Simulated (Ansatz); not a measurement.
Ideal-gas functions of CH₂BN, SMILES `BC#N` at 298.15 K and 1 bar, from an Ansatz frequency run at PBE0-D4/def2-TZVP.

Molar mass 38.85 g/mol, point group C2v (symmetry number 2), electronic degeneracy 1, moments of inertia 2.183, 52.016, 54.2 u Å². Harmonic wavenumbers (cm⁻¹, unscaled): 287, 323, 878, 887, 995, 1212, 2327, 2639, 2738.

Use S(trans) = R[1.5 ln M + 2.5 ln T − 1.1517]; rotational temperatures θ = 24.2544 K / I; S(rot) = R[ln(√π/σ · √(T³/θAθBθC)) + 1.5]; for each mode x = 1.438777 ν̃/T, S = R[x/(eˣ − 1) − ln(1 − e⁻ˣ)] and H = RT x/(eˣ − 1); 1 cm⁻¹ = 0.0119627 kJ/mol; R = 8.31446 J/(mol·K).

Task: By hand: the entropy, in J/(mol·K).

Result: Translation 154.5. Rotation: θ = 11.1106, 0.4663, 0.4475 K, giving 79.0. Vibration, mode by mode: 6.24, 5.42, 0.64, 0.62, 0.40, 0.16, 0.00, 0.00, 0.00, in all 13.5. Electronic 0.0. Sum 247.0 J/(mol·K).

Task: By hand: H − E and G − E in kJ/mol, counted from the electronic energy.

Result: Zero-point energy ½ × 12286 × 0.0119627 = 73.5; thermal vibration 2.6; translation, rotation and pV give 4 RT = 9.9. H − E = 86.0 kJ/mol, and G − E = 86.0 − 298.15 × 247.0/1000 = 12.4 kJ/mol.

Vibration gives 5 % of the entropy.
